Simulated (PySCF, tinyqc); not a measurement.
Inside a calculation (part 2 of 2). Method: RHF in the sto-3g basis, for HF, spin multiplicity 1. The lowest restricted solution is unstable here: a spin-polarised one lies 0.0024 hartree lower (PySCF). Computed by tinyqc, a small Python program that keeps every step (integrals from PySCF). Command: `OMP_NUM_THREADS=1 python tinyqc.py 27690 27691 out.jsonl` (the two numbers bound the seeds that draw the settings). One thread of a shared host (Intel(R) Xeon(R) Processor @ 2.60GHz), about 0.1 s of CPU time with the checks.

Geometry (angstrom):
```
atom,x,y,z
F,0.000000,0.000000,0.000000
H,0.000000,0.000000,1.249000
```

## Convergence

Stop when the energy changes by less than 1e-10 hartree and every element of the error matrix X^T (F D S - S D F) X is below 3e-06.

Course of the cycle:
```
iteration,E (hartree),change,largest element of the error matrix
1,-99.10908934,-,7.34e-01
2,-98.62912748,4.80e-01,2.44e-01
3,-98.51942498,1.10e-01,1.94e-01
4,-98.50100001,1.84e-02,1.50e-01
5,-98.50103805,-3.80e-05,1.09e-01
6,-98.50326820,-2.23e-03,7.59e-02
7,-98.50481079,-1.54e-03,5.33e-02
8,-98.50571111,-9.00e-04,3.68e-02
9,-98.50618242,-4.71e-04,2.53e-02
10,-98.50641553,-2.33e-04,1.73e-02
11,-98.50652824,-1.13e-04,1.19e-02
12,-98.50658184,-5.36e-05,8.10e-03
13,-98.50660714,-2.53e-05,5.53e-03
14,-98.50661899,-1.19e-05,3.77e-03
...,...,...,...
20,-98.50662923,-1.20e-07,3.77e-04
21,-98.50662929,-5.55e-08,2.57e-04
22,-98.50662931,-2.57e-08,1.75e-04
23,-98.50662933,-1.19e-08,1.19e-04
24,-98.50662933,-5.53e-09,8.10e-05
25,-98.50662933,-2.56e-09,5.52e-05
26,-98.50662933,-1.19e-09,3.76e-05
27,-98.50662933,-5.51e-10,2.56e-05
28,-98.50662933,-2.55e-10,1.74e-05
29,-98.50662933,-1.18e-10,1.19e-05
30,-98.50662934,-5.49e-11,8.07e-06
31,-98.50662934,-2.54e-11,5.49e-06
32,-98.50662934,-1.18e-11,3.74e-06
33,-98.50662934,-5.43e-12,2.55e-06
```

PySCF RHF in the same basis = -98.50662934 hartree

Converged in 33 iterations.

## Populations, bond orders and dipole

D after iteration 33, lower triangle:
```
,1F 1s,1F 2s,1F 2px,1F 2py,1F 2pz,2H 1s
1F 1s,2.118614
1F 2s,-0.500297,2.121211
1F 2px,0.000000,0.000000,2.000000
1F 2py,0.000000,0.000000,0.000000,2.000000
1F 2pz,0.058309,-0.300004,0.000000,0.000000,0.940280
2H 1s,0.003607,-0.110908,0.000000,0.000000,0.825985,0.737148
```

overlap S, lower triangle:
```
,1F 1s,1F 2s,1F 2px,1F 2py,1F 2pz,2H 1s
1F 1s,1.000000
1F 2s,0.237990,1.000000
1F 2px,0.000000,0.000000,1.000000
1F 2py,0.000000,0.000000,0.000000,1.000000
1F 2pz,0.000000,0.000000,0.000000,0.000000,1.000000
2H 1s,0.022453,0.259972,0.000000,0.000000,0.229049,1.000000
```

Mulliken: Z minus the diagonal of D S on the atom; Loewdin: the same with S^(1/2) D S^(1/2); Mayer order: 2 sum_s sum (D(s) S)_ij (D(s) S)_ji over the two atoms.

Charges (e):
```
atom,Mulliken,Loewdin
1F,-0.102413,-0.085154
2H,0.102413,0.085154
```

Mayer bond orders:
```
pair,order
2-1,0.989512
```

dipole moment about the origin, x y z (debye): 0.000000  0.000000  1.021755
